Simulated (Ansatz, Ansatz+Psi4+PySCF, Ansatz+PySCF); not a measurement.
```yaml
atoms:
  - { symbol: C, position_ang: [-0.0319, 0.0000, -0.8336] }
  - { symbol: P, position_ang: [0.5557, 0.0000, 0.8496] }
  - { symbol: H, position_ang: [-0.0440, 0.9240, -1.3989] }
  - { symbol: H, position_ang: [-0.0440, -0.9240, -1.3989] }
  - { symbol: H, position_ang: [-0.2179, -1.0531, 1.3909] }
  - { symbol: H, position_ang: [-0.2179, 1.0531, 1.3909] }
```

Basis set: cc-pVTZ on H, C; cc-pV(T+d)Z on P (spherical functions). Frozen core: 6 orbitals. Correlation on ROHF uses semicanonical orbitals with singles. Charge 0, multiplicity 2.

Computed with Ansatz (development build ahead of 0.2.0); each method stands on the lowest determinant of its kind that the runs found.

Give the atomization energy at this shape (free ground-state atoms in the same class of orbitals less the molecule, no zero-point energy) of doublet CH4P by ROHF-MP2, ROHF.

| method | atomization energy |
| --- | --- |
| ROHF-MP2 | 1736.7 kJ/mol |
| ROHF | 1327.5 kJ/mol |
